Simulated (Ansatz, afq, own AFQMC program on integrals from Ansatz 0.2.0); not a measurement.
AFQMC on a folder of integrals that Ansatz 0.2.0 wrote.

```yaml
crystal:
  periodic: [false, false, false]
  atoms:
    - {symbol: Se, position_ang: [0.000000, 0.000000, 0.000000]}
    - {symbol: Na, position_ang: [0.000000, 0.000000, 2.604000]}
basis:
  gaussian: {orbitals: 6-31G}
total_charge: 1
magnetization: {spin_polarized: true, initial_magnetization: 2}
correlation: {method: ccsd_t, electrons: outside_noble_gas, hamiltonian_folder: ham}
```

```sh
$ ansatz run in.yaml --threads 1 --pin off --events-out ev --progress --plain --max-ram 1843MiB
```

Options of the walk:

```
--method free --trial cisd --walkers 50 --time-step 0.02 --max-blocks 60 --target-error 0.00058 --factor-cut 1e-06 --seed 2011 --times 0.0,0.2,0.4,0.8,1.2 --taylor-order 8
```

Times are imaginary, in 1/Eh. The walk had a cap of 202 s. Filled inner d shells are frozen with the cores.

Log:

```
orbitals 23  electrons 4 2  factors 176 of 385
reference energy -2561.14368497 Eh
CCSD correlation -0.02649165 Eh in 10 cycles, weight of the determinant in the CISD state 0.9836
repeat  energy at the last time / Eh  error
    10  -2561.170507  0.000020
    20  -2561.170504  0.000022
    30  -2561.170484  0.000018
time / (1/Eh)  energy / Eh  error  mean overlap
  0.00  -2561.170165  0.000005  1.0161
  0.20  -2561.170313  0.000012  1.0144
  0.40  -2561.170394  0.000014  1.0109
  0.80  -2561.170480  0.000014  1.0065
  1.20  -2561.170482  0.000018  1.0104
energy -2561.170482 +/- 0.000018 Eh
```

The run passed its tests (error under three times the target), which doesn't prove that it has relaxed.

Against this walk (error 0.5 meV) on the same determinant: CCSD(T) 0.1 meV lower (within the noise), CCSDT(Q) 2.0 meV lower, full CI 1.8 meV lower. The error is statistical, and a free projection of finite length keeps a remainder of its start.

Cautions: remainder of the start not in the error; no relativity below Rb; no spin-orbit coupling; inner d shell frozen; lower spins were not checked.

The walk took 7.8 s on 1 thread of Arm Neoverse V2, on a shared host. The log's last line is the free-projection energy.

CCSDT and higher add their correlation energy to the determinant of the CCSD(T) run, since their own runs factorise the integrals more tightly (a shift of under 2 meV). A walk keeps the symmetry of its determinant, which the program's search chose and which needn't be the lowest solution, so a lower state of the same spin and another symmetry isn't excluded.
